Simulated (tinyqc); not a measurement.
Worked calculation: extended Hueckel theory, for CH4. One step of it, computed by the program tinyqc.

Problem. Wolfsberg-Helmholz matrix. H_ij = K' S_ij (H_ii + H_jj)/2 for i != j (the diagonal keeps H_ii), with K' = 1.75.

overlap S, lower triangle:
```
,1C 2s,1C 2px,1C 2py,1C 2pz,2H 1s,3H 1s,4H 1s,5H 1s
1C 2s,1.000000
1C 2px,0.000000,1.000000
1C 2py,0.000000,0.000000,1.000000
1C 2pz,0.000000,0.000000,0.000000,1.000000
2H 1s,0.517179,0.292108,0.292108,0.292108,1.000000
3H 1s,0.517179,0.292108,-0.292108,-0.292108,0.166495,1.000000
4H 1s,0.517179,-0.292108,0.292108,-0.292108,0.166495,0.166495,1.000000
5H 1s,0.517179,-0.292108,-0.292108,0.292108,0.166495,0.166495,0.166495,1.000000
```

diagonal H_ii (eV): 1C 2s -21.400000, 1C 2px -11.400000, 1C 2py -11.400000, 1C 2pz -11.400000, 2H 1s -13.600000, 3H 1s -13.600000, 4H 1s -13.600000, 5H 1s -13.600000

K = 1.750000

Give: H.

Solution.

H (eV), lower triangle:
```
,1C 2s,1C 2px,1C 2py,1C 2pz,2H 1s,3H 1s,4H 1s,5H 1s
1C 2s,-21.4000
1C 2px,0.0000,-11.4000
1C 2py,0.0000,0.0000,-11.4000
1C 2pz,0.0000,0.0000,0.0000,-11.4000
2H 1s,-15.8386,-6.3899,-6.3899,-6.3899,-13.6000
3H 1s,-15.8386,-6.3899,6.3899,6.3899,-3.9626,-13.6000
4H 1s,-15.8386,6.3899,-6.3899,6.3899,-3.9626,-3.9626,-13.6000
5H 1s,-15.8386,6.3899,6.3899,-6.3899,-3.9626,-3.9626,-3.9626,-13.6000
```
